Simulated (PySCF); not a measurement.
**chloromethane and hydrogen fluoride**

A gas-phase complex of chloromethane and hydrogen fluoride; neutral, singlet. The structure comes from a short search (a few tight-binding starts) and was relaxed by PBE0-D3(BJ)/def2-SVPD; another way of binding may lie lower. No frequency run checks that it is a minimum.

| part | name | SMILES | atoms | charge | multiplicity |
| --- | --- | --- | --- | --- | --- |
| 1 | chloromethane | CCl | 1–5 | 0 | 1 |
| 2 | hydrogen fluoride | F | 6–7 | 0 | 1 |

```xyz
7

C    -0.128    0.047   -0.012
Cl    1.644    0.280   -0.083
H    -0.607    0.929   -0.449
H    -0.411   -0.069    1.039
H    -0.378   -0.850   -0.586
F     1.202    0.343   -3.115
H     1.533    0.350   -2.244
```
(Å; atoms numbered from 1)

Contacts between parts, classed by geometry: H7···Cl2 2.165 Å (hydrogen bond, 162°).

Interaction energies are complex less parts, with the parts frozen as they stand in it; counterpoise-corrected, in kcal/mol (PySCF). The CCSD(T) estimate is Hartree-Fock/aug-cc-pVTZ, plus the MP2 correlation part extrapolated as X⁻³ from aug-cc-pVDZ and aug-cc-pVTZ, plus CCSD(T) less MP2 in aug-cc-pVDZ; noble-gas cores are frozen. It isn't the exact limit.

Task: How strongly do the parts interact, level by level?

Result: 
```
                         level  interaction  superposition error removed
      Hartree-Fock/aug-cc-pVTZ        -2.52                            -
               MP2/aug-cc-pVTZ        -4.47                        -0.68
CCSD(T), estimated basis limit        -4.58                            -
```

Task: What holds them together? Decompose the MP2/aug-cc-pVTZ energy: frozen parts, their antisymmetrised product, then relaxation.

Result: electrostatic -6.6, Pauli repulsion +8.0, orbital relaxation -4.0, correlation -2.5 kcal/mol, which sum to the value before the counterpoise correction, the first three by Hartree-Fock. Of the attraction, 50 % is electrostatic, 30 % is orbital relaxation, 19 % is correlation.
